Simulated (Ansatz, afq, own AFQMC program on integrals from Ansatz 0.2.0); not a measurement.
# Where AFQMC and coupled cluster stand for SBr⁺, triplet

```xyz
2

S     0.0000    0.0000    0.0000
Br    0.0000    0.0000    2.0253
```

Basis cc-pVDZ. Only valence electrons are correlated. Ansatz 0.2.0 and our own AFQMC program on the same integrals; the CISD trial comes from CCSD amplitudes, and released means the phaseless constraint is let go. Free projection: walkers drawn from exp(T), propagated without any constraint. Its projection time is finite, and what remains of the start isn't in its error. Uncertainties: one standard error, sampling alone. No spin–orbit coupling.

Determinant: UHF, the one that the program's search chose, which needn't be the lowest solution. The geometry is a PBE0/def2-TZVP stationary point of this or a neighbouring charge and spin state.

No full CI on the walks' own integrals is used here; CCSDT(Q) serves as the reference and is uncertain by about the last step of the cluster series.

Cautions: no relativity below Rb; no spin-orbit coupling; inner d shell frozen; the ph-AFQMC/CISD walk drifts between its halves (2.1 errors).

The T1 diagnostic is 0.0358, the weight of the determinant in the CISD state is 0.859 and the ⟨S²⟩ of the determinant is 2.024. The size of the correlated space is 12 electrons in 26 orbitals.

Reference: CCSDT(Q), correlation energy -6.771 eV. The released energy is read at 2.40 1/Eh (meV from the phaseless value at times in 1/Eh: -17 ± 14 at 0.24, -31 ± 15 at 0.51, -52 ± 12 at 0.99, -66 ± 17 at 1.62, -62 ± 20 at 2.40).

```
         level  E − E(reference) (mEh)  share of correlation (%)
            HF                  248.84                      0.00
           MP2                   37.71                     84.85
          CCSD                   10.15                     95.92
       CCSD(T)                    1.84                     99.26
         CCSDT                    0.76                     99.69
   ph-AFQMC/HF             0.59 ± 2.37                     99.76
 ph-AFQMC/CISD             1.78 ± 0.58                     99.29
released AFQMC            -0.51 ± 0.74                    100.21
    free AFQMC             0.29 ± 0.50                     99.88
```

Free projections are given only where their last times agree within the noise and don't stop above the reference; a slow remainder of the start can still hide under it. A walk keeps the symmetry of its determinant, which the program's search chose and which needn't be the lowest solution, so a lower state of the same spin and another symmetry isn't excluded. Released energies are given only where the last usable release times agree within the noise; a slower fall can still hide under it.
